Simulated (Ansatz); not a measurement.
A nudged elastic band was laid between two geometries of ClH3Si + H2 (7 atoms, charge 0, multiplicity 1).

These are results of Ansatz, RKS revPBE-D4/def2-SVP, not measurements.

```
movable images  : 7
climbing image  : yes
spring          : 5.0 eV/Å²
optimiser       : quadratic models (default)
start path      : straight line
force threshold : 0.05 eV/Å
iteration limit : 60
end points      : relaxed
```

First end point:

```xyz
7
Properties=species:S:1:pos:R:3
Si 0.485 0.000 -0.048
Cl 0.518 0.000 2.042
H 1.898 0.000 -0.554
H -0.228 1.233 -0.520
H -0.228 -1.233 -0.520
H -3.087 0.000 1.119
H -2.465 0.000 1.564
```

Last end point:

```xyz
7
Properties=species:S:1:pos:R:3
Si -0.840 0.000 -0.492
Cl 1.165 0.000 2.997
H 0.656 0.000 -0.391
H -1.313 1.231 -1.213
H -1.313 -1.231 -1.213
H -1.430 0.000 0.896
H -0.033 0.000 2.498
```

Q: What changes between the two ends?

A: Bonds broken: Si1–Cl2, H6–H7. Bonds formed: Si1–H6, Cl2–H7. ClH3Si + H2 becomes ClH + H4Si.

Q: Give the energies along the band, and the barrier.

A: It converged. The highest image is number 5 of 0 to 8, 2.12 eV above the first end and 1.45 eV above the last; the last end lies 0.67 eV above the first. Another band between the same ends (7 images) ends at a top of the same energy, where a vibrational analysis finds 2 clearly imaginary modes. The orbitals stay closed-shell, which can raise the energy where a bond breaks towards radicals; this wasn't checked here.

```tsv
image	path coordinate (Å)	energy (eV)	Si1–Cl2 (Å)	H6–H7 (Å)	Si1–H6 (Å)
0	0.00	0.00	2.09	0.77	3.76
1	0.52	0.01	2.09	0.77	3.27
2	1.05	0.10	2.10	0.77	2.78
3	1.57	0.46	2.13	0.77	2.35
4	2.10	1.31	2.29	0.81	1.98
5	2.62	2.12	2.60	1.00	1.71
6	3.24	1.30	3.05	1.34	1.55
7	3.86	0.75	3.55	1.62	1.51
8	4.48	0.67	4.02	2.12	1.51
```

Q: What is the geometry of the highest image?

A: 
```xyz
7
Properties=species:S:1:pos:R:3
Si -0.374 0.000 -0.126
Cl 0.597 0.000 2.291
H 1.093 0.000 -0.453
H -0.956 1.260 -0.703
H -0.956 -1.260 -0.703
H -1.619 0.000 1.046
H -0.891 0.000 1.729
```

The band took 14 iterations and about 120 core-seconds.

The run took 120 s on 1 thread of Arm Neoverse V1 (shared host), peak memory 0.094 GiB.
